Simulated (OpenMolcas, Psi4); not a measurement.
## From OpenMolcas to Psi4

OpenMolcas 26.06 runs this on AlH (SMILES [AlH]):

run.input:
```
&gateway
baslib=$CurrDir
coord
2
angstrom
Al       0.000000       0.000000      -0.025640
H        0.000000       0.000000       1.639110
basis=def2-TZVPPD
group=NoSym
&seward
gridinput
Grid=UltraFine
End of Grid
&scf
ksdft=B2PLYP_SCF
thresholds=1e-10 1e-07 1e-07 1e-05
prorbitals=0
&mbpt2
frozen=5
```

```bash
$ export MOLCAS_MEM=1860
$ pymolcas run.input > run.log
```

(Basis files named in the input come from the Basis Set Exchange and aren't shown.)

Geometry: relaxed at PBE0-D4/def2-TZVP.

It gives a total energy of -242.861853 Eh.

Q: How is this level of theory, on these atoms, set up in Psi4 1.11 as a Python script?

A: For example:

run.py:
```python
import psi4

psi4.set_memory(2200000000)
psi4.set_num_threads(1)
psi4.set_output_file('output.dat', False)

mol = psi4.geometry("""
0 1
Al     0.000000     0.000000    -0.025640
H      0.000000     0.000000     1.639110
units angstrom
symmetry c1
no_reorient
no_com
""")

psi4.set_options({
    'basis': 'def2-TZVPPD',
    'puream': True,
    'e_convergence': 1e-09,
    'd_convergence': 1e-08,
    'scf_type': 'pk',
    'dft_radial_points': 99,
    'dft_spherical_points': 590,
    'num_frozen_docc': 5,
})

energy_value, wavefunction = psi4.energy('b2plyp', molecule=mol, return_wfn=True)
print('E =', round(energy_value, 9))
```

```bash
$ python run.py
```

Its energy is -242.861848 Eh, 0.005 mEh from the first.
